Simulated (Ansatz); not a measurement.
# CH₂Si+ (quartet): from Hartree-Fock to the top rungs, cc-pVTZ

One table from this session's results is given with a row withheld; the runs are named, their logs left out.

The runs use Ansatz 0.2.0, Gaussian basis; cc-pVTZ, core rule «outside noble gas», up to 6 orbitals frozen.

Plan: UHF; CCSD(T) on ROHF; CCSD(T) on UHF; BCCD(T) on ROHF; CCSDT(Q) on ROHF; CCSDT(Q) on UHF; CASSCF and MRCISD+Q, 9 electrons in 10 orbitals; CASSCF and NEVPT2, 9 electrons in 10 orbitals.

3 further runs of the same task are left out: 3 set aside as unsound or not needed.

### The system

The geometry is a PBE0/def2-TZVP stationary point (not a proven minimum) of the parent state, kept for this charge and spin.

4 atoms, charge 1, spin multiplicity 4.

Atoms are counted from 1 here; the program's logs count them from 0.

Bond lengths: Si1–C2 1.820 Å, Si1–H3 1.492 Å, Si1–H4 1.492 Å. Angles: C2–Si1–H3 125.7°, C2–Si1–H4 125.7°, H3–Si1–H4 108.7°.

The first run:

File in.yaml:

```yaml
crystal:
  periodic: [false, false, false]
  atoms:
    - {symbol: Si, position_ang: [0.000000, 0.000000, 0.477506]}
    - {symbol: C, position_ang: [0.000000, 0.000000, -1.342750]}
    - {symbol: H, position_ang: [0.000000, 1.212489, 1.347482]}
    - {symbol: H, position_ang: [0.000000, -1.212489, 1.347482]}
basis:
  gaussian: {orbitals: cc-pVTZ}
total_charge: 1
magnetization: {spin_polarized: true, initial_magnetization: 3}
hamiltonian: {xc: hf}
output: {orbitals: {seedname: orbitals}}
```

The run is started by

```
$ ansatz run in.yaml --threads 1 --pin off --events-out ev --progress --plain --max-ram 4096MiB --backend cpu
```

Among the steps run: UHF; CCSD(T) on ROHF; CCSD(T) on UHF; BCCD(T) on ROHF; CCSDT(Q) on ROHF; CCSDT(Q) on UHF; CASSCF and MRCISD+Q, 9 electrons in 10 orbitals; CASSCF and NEVPT2, 9 electrons in 10 orbitals.

One of the session's tables, all rows but one given; the rest of the session is left out.

```
          method  from UCCSDT(Q) (meV)
            ROHF               +5539.7
             UHF               +5497.1
            RMP2                     ?
            UMP2               +1133.4
           RCCSD                +223.5
           UCCSD                +221.7
        RCCSD(T)                 +46.7
        UCCSD(T)                 +45.6
         BCCD(T)                 +44.1
          RCCSDT                  +9.0
          UCCSDT                  +7.7
       RCCSDT(Q)                  +1.8
       UCCSDT(Q)                     0
  CASSCF valence               +3793.9
  NEVPT2 valence                +970.1
  MRCISD valence                +265.5
MRCISD+Q valence                 +58.9
```

**Question.** Estimate the row for RMP2.

The run gave: from UCCSDT(Q) (meV): +1128.0. In the column «from UCCSDT(Q) (meV)» it lies between NEVPT2 valence (+970.1) and UMP2 (+1133.4).

To keep in mind: Restricted and unrestricted rows rest on different reference determinants; where their highest levels disagree by more than a few hundredths of an eV, they describe different states and don't form one ladder.
